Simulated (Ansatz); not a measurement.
**C3H6O2: a dynamics run in two tries**

Wanted: a short trajectory, and a check that the input is sound.

Program: Ansatz 0.2.0. Level of theory: UKS r2SCAN/STO-3G. These are calculated values, not measurements.

## 1. Starting point

Bond lengths: O1–C2 1.230 Å, C2–H3 1.108 Å, C2–O4 1.275 Å, O4–C5 1.643 Å, C5–H6 1.088 Å, C5–H7 1.087 Å, C5–C8 1.470 Å, C8–H10 1.081 Å, C8–H11 1.079 Å. Angles: O1–C2–H3 120.2°, O1–C2–O4 126.8°, H3–C2–O4 113.0°, C2–O4–C5 118.3°, O4–C5–H6 96.7°, O4–C5–H7 100.9°, O4–C5–C8 112.6°, H6–C5–H7 111.3°, H6–C5–C8 117.3°, H7–C5–C8 115.2°, C5–C8–H10 114.7°, C5–C8–H11 113.6°, H10–C8–H11 112.8°.

Coordinates:

```xyz
11

O    -0.8382   -1.5880   -0.3785
C    -0.2493   -1.0337   -1.3049
H     0.0879   -1.6217   -2.1810
O     0.0847    0.1955   -1.3706
C     0.1915    1.0506    0.0281
H     1.1390    1.5370   -0.1926
H    -0.6416    1.7390   -0.0874
C     0.1347    0.1923    1.2207
H    -0.4686   -0.9282    0.6682
H     1.0981   -0.0980    1.6151
H    -0.5382    0.5550    1.9829
```

## 2. First try

input.yaml reads:

```yaml
crystal:
  periodic: [false, false, false]
  atoms:
    - { symbol: O, position_ang: [-0.8382, -1.588, -0.3785] }
    - { symbol: C, position_ang: [-0.2493, -1.0337, -1.3049] }
    - { symbol: H, position_ang: [0.0879, -1.6217, -2.181] }
    - { symbol: O, position_ang: [0.0847, 0.1955, -1.3706] }
    - { symbol: C, position_ang: [0.1915, 1.0506, 0.0281] }
    - { symbol: H, position_ang: [1.139, 1.537, -0.1926] }
    - { symbol: H, position_ang: [-0.6416, 1.739, -0.0874] }
    - { symbol: C, position_ang: [0.1347, 0.1923, 1.2207] }
    - { symbol: H, position_ang: [-0.4686, -0.9282, 0.6682] }
    - { symbol: H, position_ang: [1.0981, -0.098, 1.6151] }
    - { symbol: H, position_ang: [-0.5382, 0.555, 1.9829] }
magnetization:
  spin_polarized: true
basis:
  gaussian: { orbitals: STO-3G }
hamiltonian:
  xc: r2scan
md:
  timestep: 0.5
  n_steps: 25
  ensemble: nvt_langevin
  initial_velocities: maxwell_boltzmann
  seed: 850484
```

Command:

```
> ansatz run input.yaml --threads 1 --pin off --max-ram 2048MiB --backend cpu --events-out ev --progress --plain --runs-dir out
```

Before running it: what results should come out? Wanted: first try.

As calculated:

| quantity | value |
| --- | --- |
| first try | refused |
| cause | a Langevin thermostat is asked for with no temperature to hold |

What this shows: The fault in the first input was caught at the input check and cost nothing.
